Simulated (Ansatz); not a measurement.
A CCSD(T) single point on C3H8FN (`CCNCF`).

```yaml
crystal:
  periodic: [false, false, false]
  atoms:
    - {symbol: C, position_ang: [-1.049195, 0.580211, 1.025102]}
    - {symbol: C, position_ang: [0.297359, 0.820552, 0.371968]}
    - {symbol: N, position_ang: [0.952823, -0.420055, -0.023083]}
    - {symbol: C, position_ang: [0.361631, -1.165130, -1.048070]}
    - {symbol: F, position_ang: [0.291378, -0.475864, -2.278156]}
    - {symbol: H, position_ang: [-0.952916, -0.107430, 1.868012]}
    - {symbol: H, position_ang: [-1.460290, 1.523226, 1.391313]}
    - {symbol: H, position_ang: [-1.775864, 0.163653, 0.324266]}
    - {symbol: H, position_ang: [0.959932, 1.311502, 1.089139]}
    - {symbol: H, position_ang: [0.179639, 1.507479, -0.476853]}
    - {symbol: H, position_ang: [1.938794, -0.279699, -0.191743]}
    - {symbol: H, position_ang: [-0.668264, -1.425745, -0.798264]}
    - {symbol: H, position_ang: [0.945373, -2.067501, -1.238833]}
basis:
  gaussian: {orbitals: def2-TZVPP}
correlation: {method: ccsd_t}
output: {orbitals: {seedname: orbitals}}
```

```sh
$ ansatz run in.yaml --threads 4 --pin off --events-out ev --progress --plain
```

Output of Ansatz, abridged:

```
Functional definition: HF
1585 factors; integrals over basis functions are off by at most 1.1e-3 eV
mean field evaluation 1: about -7404.5779 eV, gradient 3.9e1 eV
mean field evaluation 2: about -7404.8030 eV, gradient 3.9e1 eV
mean field evaluation 4: about -7408.3753 eV, gradient 4.2e0 eV
mean field evaluation 8: about -7408.4307 eV, gradient 2.6e-1 eV
mean field -7408.43098590 eV, -272.2548171169 hartree, gradient 2.2e-6 eV, S^2 0.000000; 0 other end points of the search recorded, 0 dependent functions left out
5 core orbitals not correlated: weight in the atoms' cores, before any rotation towards them, 1.000 or more for the frozen orbitals, at most 0.000 for the correlated occupied ones
reference -7408.43098590 eV, -272.2548171169 hartree; 16, 16 occupied and 246, 246 virtual orbitals, 1585 factors
second order -26.86026617 eV of doubles, -0.00000000 eV of singles
cycle   1  -27.25328436 eV  change   -3.9e-1 eV  update   9.9e-2
cycle   2  -27.84402292 eV  change   -5.9e-1 eV  update   2.8e-2
cycle   3  -27.96873069 eV  change   -1.2e-1 eV  update   1.4e-2
cycle   4  -27.96031915 eV  change    8.4e-3 eV  update   3.0e-3
cycle   5  -27.95979316 eV  change    5.3e-4 eV  update   1.3e-3
cycle   6  -27.96044594 eV  change   -6.5e-4 eV  update   4.4e-4
cycle   7  -27.96019752 eV  change    2.5e-4 eV  update   1.7e-4
cycle   8  -27.96011587 eV  change    8.2e-5 eV  update   5.7e-5
cycle   9  -27.96013105 eV  change   -1.5e-5 eV  update   2.0e-5
perturbative correction -1.01109842 eV, -0.0371571815 hartree
Total energy: -7437.40221537 eV, -273.3194901625 hartree
```

Hardware: 4 threads of a server CPU on a shared host. Wall time 2.2 min, peak host memory 7.4 GiB.

The correlation energy is -28.971 eV, 3.5 % of it from (T); the T1 diagnostic reads 0.0104.
